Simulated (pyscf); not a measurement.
Single points on ωB97X-D3(BJ)/def2-SVP structures (PySCF, gas phase).

### Question
For CH₄ + HS–Zn–SeH -> H₃C–Zn–SH + H₂Se, a four-centre exchange (singlet surface; C–H, Se–Zn broken, C–Zn, H–Se formed), PBE/def2-TZVP gives ΔE‡ = 42.9 kcal/mol and ΔE = +29.9 kcal/mol (zero: the separated reactants). In which direction and how far do PBE0-D3(BJ)/def2-TZVP, M06-2X/def2-TZVP, ωB97M-D3(BJ)/def2-TZVP move these?

### Answer
PBE0-D3(BJ): ΔE‡ = 43.8 kcal/mol, ΔE = +31.7 kcal/mol; M06-2X: ΔE‡ = 47.3 kcal/mol, ΔE = +33.9 kcal/mol; ωB97M-D3(BJ): ΔE‡ = 48.7 kcal/mol, ΔE = +30.4 kcal/mol. PBE's barrier lies under all of them, by 1.0 to 5.8 kcal/mol. Its reaction energy lies under all of them, by 0.5 to 4.0 kcal/mol. On the product side the descent ends in an adduct with a Se–Zn contact, 7.2 kcal/mol under the separated species and 21.4 kcal/mol under the saddle at ωB97X-D3(BJ)/def2-TZVP. What is counted as broken (Se–Zn) persists as a longer contact in the product adduct; parting that adduct is a step of its own. This is the saddle that the search found; another between the same sides may lie lower. Elements up to Kr have no core potential and no relativistic terms here.
